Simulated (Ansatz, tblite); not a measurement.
Cost and result up the ladder for the cluster Mg3H3 (6 atoms). The state is a doublet with charge 0. Geometry: PBE-D4/def2-TZVP.

| atom | x (Å) | y (Å) | z (Å) |
| --- | --- | --- | --- |
| Mg1 | -0.940 | 0.840 | 1.367 |
| Mg2 | 0.695 | 0.224 | -0.823 |
| Mg3 | -1.257 | -2.142 | 1.105 |
| H4 | -1.082 | 0.814 | -0.533 |
| H5 | 1.684 | -0.206 | -2.159 |
| H6 | 0.902 | 0.469 | 1.044 |

Ansatz on 4 threads of Arm Neoverse V2 on a shared host; xTB runs through tblite on one thread. Times are rough, summed over both states, and most runs start from the orbitals of an earlier one. No level here is sound enough to serve as a yardstick. The other state is a singlet.

The xTB rows come from tblite. Correlated methods freeze 3 core orbitals; core or outer-core shells of Mg are correlated, in sets that lack core-valence functions. The structure comes from a short search, and lower isomers may exist.

Run but left out: HF/def2-TZVPP (charge +1 singlet: restricted singlet, unstable towards broken spin symmetry).

Correlated methods converge slowly with the basis.

Raw xTB energies of ions are shifted by several eV, and xTB has no spin-polarisation term.

```
                         level  functions  wall time  vertical IE (eV)                                     remarks
                      GFN1-xTB         18    0.004 s             12.17                                           –
                      GFN2-xTB         30    0.008 s              9.98                                           –
PBE-D4/def2-TZVP (with forces)        114      1.9 s              6.30  restricted SCF unstable in HF (+1 singlet)
             PBE0-D4/def2-TZVP        114      3.1 s              6.33  restricted SCF unstable in HF (+1 singlet)
           r2SCAN-D4/def2-TZVP        114      4.5 s              6.32  restricted SCF unstable in HF (+1 singlet)
            CCSD(T)/def2-TZVPP        138       90 s              6.14        restricted SCF unstable (+1 singlet)
```
